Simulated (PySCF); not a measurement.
A GIAO shielding run with PySCF 2.14.0 with density-fitted response routines (density fitting, non-relativistic, gas phase) on `CC[C@@H]1C[C@H]1F`, C$_{5}$H$_{9}$F:

```
{"job": {"kind": "nmr", "xc": "PBE0", "basis": "6-31G", "pop": true}, "charge": 0, "multiplicity": 1}
C      1.831732    -0.840049    -0.048078
C      0.669130    -0.189216     0.685724
C     -0.632096    -0.294458    -0.068391
C     -0.972026     0.672264    -1.184013
C     -1.714583     0.707673     0.105551
F     -3.000672     0.272300     0.113085
H      2.771469    -0.745895     0.516761
H      1.646348    -1.913366    -0.212103
H      1.983531    -0.378158    -1.036431
H      0.894578     0.876115     0.867679
H      0.547287    -0.647447     1.682503
H     -0.998896    -1.314694    -0.230963
H     -1.513496     0.274275    -2.045677
H     -0.276787     1.486777    -1.408713
H     -1.565065     1.546868     0.794681
```

Hardware: 1 thread of an Arm Neoverse V1, shared host. The job also computes population analyses, field gradients, ring-centre shieldings.

Q: How large is the calculation?

A: 48 electrons, 72 basis functions and 644 auxiliary functions.

Q: How long does it take?

A: 6.6 s of wall time, with 12 SCF cycles and 4 response iterations. Times on a shared host scatter by some tens of per cent.

Q: And these other runs on the same molecule and hardware: GIAO shielding at B97-2/pcSseg-1; GIAO shielding at BHandHLYP/pcSseg-1; GIAO shielding at CAM-B3LYP/pcSseg-1; GIAO shielding at LC-wPBE/pcSseg-1; GIAO shielding at WP04/pcSseg-1; GIAO shielding at wB97X-D/pcSseg-1?

A: B97-2/pcSseg-1: 147 functions, 12 s; BHandHLYP/pcSseg-1: 147 functions, 12 s; CAM-B3LYP/pcSseg-1: 147 functions, 16 s; LC-wPBE/pcSseg-1: 147 functions, 23 s; WP04/pcSseg-1: 147 functions, 12 s; wB97X-D/pcSseg-1: 147 functions, 16 s.
